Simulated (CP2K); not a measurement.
**BNH4 (SMILES [H]B([H])N): levels of theory compared**

Aim: a comparison of 3 runs (PM6, GFN0-xTB, IPEA1-xTB) of BNH4. 

The results are computed with CP2K 2026.2.

5 further runs of the same task are left out: 5 set aside as unsound or not needed.

### 1 Starting point

The species is BNH4 (6 atoms), meant as a singlet with charge 0. As SMILES, `[H]B([H])N`. The coordinates come from a GFN2-xTB relaxation.

Bond lengths: B1–N4 1.378 Å, B1–H2 1.171 Å, B1–H3 1.171 Å, N4–H5 1.007 Å, N4–H6 1.007 Å. Angles: B1–N4–H5 123.8°, B1–N4–H6 123.7°, H2–B1–N4 118.8°, H3–B1–N4 119.0°, H5–N4–H6 112.5°, H2–B1–H3 122.1°.

### 2 Energy and gradient at PM6 (run 1)

File molecule.inp:

```
&global
  project molecule
  run_type ENERGY_FORCE
  print_level MEDIUM
&end global

&force_eval
  method QS
  &dft
    &qs
      method PM6
      eps_default 1.0E-10
      &se
        &coulomb
          cutoff [angstrom] 50
          rc_range [angstrom] 0
        &end coulomb
        &exchange
          cutoff [angstrom] 50
          rc_range [angstrom] 0
        &end exchange
      &end se
    &end qs
    &poisson
      periodic NONE
      poisson_solver ANALYTIC
    &end poisson
    &scf
      scf_guess ATOMIC
      eps_scf 1.0E-07
      max_scf 30
      &ot
        minimizer DIIS
        preconditioner FULL_SINGLE_INVERSE
        energy_gap 0.01
        linesearch GOLD
      &end ot
      &outer_scf
        eps_scf 1.0E-07
        max_scf 10
      &end outer_scf
    &end scf
    &print
      &moments
        periodic F
        reference COM
        max_moment 1
      &end moments
      &mo_cubes
        nlumo 5
        nhomo -1
        write_cube F
      &end mo_cubes
      &hirshfeld OFF
      &end hirshfeld
    &end print
  &end dft
  &subsys
    &cell
      abc 18.5 18.9 17.2
      periodic NONE
    &end cell
    &coord
      B      0.341950     0.595150     0.003650
      H      1.330110     0.674300     0.627440
      H     -0.078600     1.496820    -0.614110
      N     -0.345390    -0.598720    -0.003870
      H     -1.199300    -0.750580    -0.515060
      H     -0.048780    -1.416960     0.501960
    &end coord
    &topology
      &center_coordinates
      &end center_coordinates
    &end topology
  &end subsys
  &print
    &forces ON
    &end forces
  &end print
&end force_eval
```

The run is started by

```console
$ OMP_NUM_THREADS=1 cp2k.psmp -i molecule.inp -o molecule.out
```

Output:

```text
CP2K| version string:                                       CP2K version 2026.2
[...]
 GLOBAL| Method name                                                        CP2K
[...]
 GLOBAL| Run type                                                   ENERGY_FORCE
[...]
                             - Atoms:                                          6
[...]
                             - Spherical basis functions:                     12
[...]
 Number of electrons:                                                         12
[...]
     1 OT DIIS     0.80E-01    0.0     0.57585603        -8.1742015447 -8.17E+00
[...]
     5 OT DIIS     0.80E-01    0.0     0.00000007       -10.6515700420 -1.01E-12
  *** SCF run converged in     5 steps ***
  Core-core repulsion energy [eV]:                            405.25057950112790
  Core Hamiltonian energy [eV]:                              -447.82709156492126
  Two-electron integral energy [eV]:                         -494.53489804790968
  Electronic energy [eV]:                                    -695.09454058887604
  Total energy [eV]:                                         -289.84396108774820
  Atomic reference energy [eV]:                               289.29803789016131
  Heat of formation [kcal/mol]:                               -12.58928900794236
[...]
 SE_DIPOLE| Moment [Debye]          1.09434685       1.90137819       0.01142549
 SE_DIPOLE| Derivative [a.u.]       0.00000000       0.00000000       0.00000000
 *** WARNING in qs_scf_post_se.F:140 :: Printing of MO cube files not ***
 *** implemented for Semi-Empirical method.                           ***
 ENERGY| Total FORCE_EVAL ( QS ) energy [hartree]            -10.651570041996072
[...]
```

Run time: 1 s. Hardware: 1 thread of Arm Neoverse N1, shared host; peak memory 0.14 GiB.

### 3 Energy and forces at GFN0-xTB (run 2)

File job.py:

```python
import numpy as np
from ase import Atoms
from ase.calculators.cp2k import CP2K

atoms = Atoms(['B', 'H', 'H', 'N', 'H', 'H'],
              positions=[(0.341950, 0.595150, 0.003650),
                         (1.330110, 0.674300, 0.627440),
                         (-0.078600, 1.496820, -0.614110),
                         (-0.345390, -0.598720, -0.003870),
                         (-1.199300, -0.750580, -0.515060),
                         (-0.048780, -1.416960, 0.501960)])
atoms.set_cell([12.5, 12.9, 11.2])
atoms.center()
cp2k_input = """
&FORCE_EVAL
   METHOD QUICKSTEP
   &DFT
      CHARGE 0
      MULTIPLICITY 1
      &QS
         METHOD XTB
         EPS_DEFAULT 1.0E-10
         &XTB
            GFN_TYPE 0
            CHECK_ATOMIC_CHARGES F
         &END XTB
      &END QS
      &POISSON
         PERIODIC NONE
         POISSON_SOLVER ANALYTIC
      &END POISSON
      &SCF
         SCF_GUESS ATOMIC
         EPS_SCF 1.0E-06
         MAX_SCF 150
         ADDED_MOS 8
         &DIAGONALIZATION
            ALGORITHM STANDARD
         &END DIAGONALIZATION
         &MIXING
            METHOD DIRECT_P_MIXING
            ALPHA 0.4
         &END MIXING
         &SMEAR ON
            METHOD FERMI_DIRAC
            ELECTRONIC_TEMPERATURE [K] 300
         &END SMEAR
      &END SCF
      &PRINT
         &MOMENTS
            PERIODIC F
            REFERENCE COM
            MAX_MOMENT 1
         &END MOMENTS
         &MO ON
            ENERGIES T
            OCCUPATION_NUMBERS T
            NDIGITS 6
            &EACH
               QS_SCF 0
            &END EACH
            ADD_LAST NUMERIC
         &END MO
         &HIRSHFELD OFF
         &END HIRSHFELD
      &END PRINT
   &END DFT
   &SUBSYS
   &END SUBSYS
&END FORCE_EVAL
"""
calculator = CP2K(command="cp2k.psmp -s", label="gas", inp=cp2k_input, basis_set=None, basis_set_file=None, potential_file=None, pseudo_potential=None, xc=None, cutoff=None, max_scf=None, charge=None, uks=False,
            force_eval_method=None, print_level="LOW", poisson_solver=None, stress_tensor=False)
atoms.calc = calculator
e = atoms.get_potential_energy()
f = atoms.get_forces()
print(f"energy = {e:.6f} eV")
print("forces (eV/angstrom):")
for s, v in zip(atoms.get_chemical_symbols(), f):
    print(f"{s:2s} {v[0]:10.5f} {v[1]:10.5f} {v[2]:10.5f}")
```

The run is started by

```console
$ OMP_NUM_THREADS=1 python job.py
```

Output:

```text
energy = -177.539821 eV
forces (eV/angstrom):
B    -0.14663   -0.26639   -0.00217
H     0.23453    0.13251    0.10934
H    -0.00816    0.26644   -0.10557
N    -0.22322   -0.38070   -0.00423
H     0.21664    0.04366    0.13049
H    -0.07316    0.20448   -0.12786
```

gas.out:

```text
CP2K| version string:                                       CP2K version 2026.2
 CP2K| Input file name                                                   gas.inp

[... 68 lines left out ...]
  Core Hamiltonian energy:                                     -6.54810857800533
[... 3 lines left out ...]
  Dispersion energy:                                           -0.00057661144362
[... 5 lines left out ...]
 TB_DIPOLE| Dipole type                                             non-periodic
[... 3 lines left out ...]
 TB_DIPOLE| Derivative [a.u.]       0.00000000       0.00000000       0.00000000
[... 42 lines left out ...]
 -------------------------------------------------------------------------------
```

Run time: 1.2 s. Hardware: 1 thread of Arm Neoverse N1, shared host; peak memory 0.14 GiB.

### 4 Energy and gradient at IPEA1-xTB (run 3)

File run.inp:

```
&GLOBAL
   PROJECT_NAME run
   RUN_TYPE ENERGY_FORCE
   PRINT_LEVEL MEDIUM
&END

&FORCE_EVAL
   METHOD QUICKSTEP
   &DFT
      &QS
         METHOD XTB
         EPS_DEFAULT 1.0E-10
         &XTB
            GFN_TYPE TBLITE
            &TBLITE
               METHOD IPEA1
            &END
            CHECK_ATOMIC_CHARGES F
         &END
      &END
      &POISSON
         PERIODIC NONE
         POISSON_SOLVER ANALYTIC
      &END
      &SCF
         SCF_GUESS ATOMIC
         EPS_SCF 1.0E-06
         MAX_SCF 150
         ADDED_MOS 4
         &DIAGONALIZATION
            ALGORITHM STANDARD
         &END
         &MIXING
            METHOD DIRECT_P_MIXING
            ALPHA 0.4
         &END
         &SMEAR ON
            METHOD FERMI_DIRAC
            ELECTRONIC_TEMPERATURE [K] 300
         &END
      &END
      &PRINT
         &MOMENTS
            PERIODIC F
            REFERENCE COM
            MAX_MOMENT 1
         &END
         &MO ON
            ENERGIES T
            OCCUPATION_NUMBERS T
            NDIGITS 6
            &EACH
               QS_SCF 0
            &END
            ADD_LAST NUMERIC
         &END
         &HIRSHFELD OFF
         &END
      &END
   &END
   &SUBSYS
      &CELL
         ABC 10.5 10.9 9.2
         PERIODIC NONE
      &END
      &COORD
         B      5.526545     6.005220     4.596985
         H      6.514705     6.084370     5.220775
         H      5.105995     6.906890     3.979225
         N      4.839205     4.811350     4.589465
         H      3.985295     4.659490     4.078275
         H      5.135815     3.993110     5.095295
      &END
   &END
   ! extra output
   &PRINT
      &FORCES ON
      &END
   &END
&END
```

The run is started by

```console
$ OMP_NUM_THREADS=1 cp2k.psmp -i run.inp > run.out 2>&1
```

Output:

```text
CP2K| version string:                                       CP2K version 2026.2
[...]
 GLOBAL| Method name                                                        CP2K
[...]
 GLOBAL| Run type                                                   ENERGY_FORCE
[...]
                             - Atoms:                                          6
[...]
                             - Spherical basis functions:                     18
[...]
 Number of electrons:                                                         12
[...]
  *** SCF run converged in    13 steps ***
[...]
  Fermi energy:                                                -0.28700002011591
[...]
 TB_DIPOLE| Moment [Debye]         -1.07426825      -1.86575303      -0.01156630
 TB_DIPOLE| Derivative [a.u.]       0.00000000       0.00000000       0.00000000
[...]
 ENERGY| Total FORCE_EVAL ( QS ) energy [hartree]             -7.696128901901106
 FORCES| Atomic forces [hartree/bohr]
 FORCES|   Atom     x               y               z               |f|
 FORCES|      1  1.43581256E-03  2.06973584E-03  3.25545737E-05   2.51921098E-03
 FORCES|      2  8.44298290E-03  5.89268830E-04  5.50600232E-03   1.00968936E-02
 FORCES|      3 -3.87694756E-03  7.59596113E-03 -5.45032192E-03   1.01210354E-02
 FORCES|      4  4.69698030E-03  8.41125903E-03 -1.97589037E-05   9.63386178E-03
 FORCES|      5 -1.00034775E-02 -6.54154914E-03 -4.08117449E-03   1.26300203E-02
 FORCES|      6 -6.95350698E-04 -1.21246757E-02  4.01269842E-03   1.27903488E-02
 FORCES| Sum    -2.97071395E-17 -1.38777878E-17  2.86229374E-17
 FORCES| Total atomic force                                       4.35244722E-17
[...]
```

Wall time 0.4 s (1 thread of Arm Neoverse N1, shared host); peak memory 0.14 GiB.

### 5 Overview of the runs

| run | level | SCF convergence threshold | iteration cap | energy (Eh) | dipole moment (D) | largest force (eV/Å) | wall time |
| --- | --- | --- | --- | --- | --- | --- | --- |
| 1 | PM6 | 1e-07 | 30 | -10.651570 | 2.19 | 1.131 | 1 s |
| 2 | GFN0-xTB | 1e-06 | 150 | -6.524469 | 1.18 | – | 1.2 s |
| 3 | IPEA1-xTB | 1e-06 | 150 | -7.696129 | 2.15 | 0.658 | 0.4 s |

### 6 Outcome

```
                                        quantity        value
                             run 3: total energy  -7.69613 Eh
run 3: dipole moment (from atomic charges alone)       2.15 D
                              run 3: HOMO energy    -13.62 eV
                              run 3: LUMO energy     -6.90 eV
                            run 3: HOMO–LUMO gap      6.72 eV
                 run 3: largest force on an atom   0.658 eV/Å
```

In words: The dipole moment (its size) runs from 1.18 D (GFN0-xTB) to 2.19 D (PM6). Some of these are taken from atomic charges alone. Force-field and semi-empirical energies have zeros of their own, so their totals don't compare. All runs together took 2.6 s, the longest 1.2 s.
